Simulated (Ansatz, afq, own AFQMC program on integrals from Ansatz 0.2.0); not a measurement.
# Where AFQMC and coupled cluster stand for AlH$_{3}$, triplet

```yaml
atoms:
  - { symbol: Al, position_ang: [-0.0121, 0.0855, -0.1462] }
  - { symbol: H, position_ang: [-0.0121, -1.3613, -0.8046] }
  - { symbol: H, position_ang: [0.7699, -0.6287, 3.1120] }
  - { symbol: H, position_ang: [-0.4328, -0.2987, 1.6064] }
```

Basis 6-31G. Only valence electrons are correlated. Ansatz 0.2.0 and our own AFQMC program on the same integrals; the CISD trial comes from CCSD amplitudes, and released means the phaseless constraint is let go. Uncertainties: one standard error, sampling alone.

Determinant: UHF, the one that the program's search chose, which needn't be the lowest solution. The geometry is a point of a scan.

Full CI on the same integrals is exact in this basis and with this determinant's frozen core.

Cautions: lower spins were not checked.

```
T1 diagnostic                               : 0.0157
weight of the determinant in the CISD state : 0.949
⟨S²⟩ of the determinant                     : 2.004
size of the correlated space                : 6 electrons in 14 orbitals
```

Reference: full CI, correlation energy -1.337 eV. The released energy is read at 2.40 1/Eh (meV from the phaseless value at times in 1/Eh: -0.7 ± 0.5 at 0.24, -0.8 ± 0.5 at 0.51, -2.2 ± 0.4 at 0.99, -2.9 ± 0.4 at 1.62, -2.8 ± 0.3 at 2.40).

| level | E − E(reference) (kcal/mol) | share of correlation (%) |
| --- | --- | --- |
| HF | 30.83 | 0.00 |
| MP2 | 10.97 | 64.43 |
| CCSD | 0.70 | 97.72 |
| CCSD(T) | 0.27 | 99.11 |
| CCSDT | 0.01 | 99.98 |
| CCSDT(Q) | 0.00 | 100.00 |
| CCSDTQ | 0.00 | 100.00 |
| ph-AFQMC/CISD | 0.08 ± 0.01 | 99.75 |
| released AFQMC | 0.01 ± 0.007 | 99.96 |

CCSDT and higher add their correlation energy to the determinant of the CCSD(T) run, since their own runs factorise the integrals more tightly (a shift of under 2 meV). Released energies are given only where the last usable release times agree within the noise; a slower fall can still hide under it.
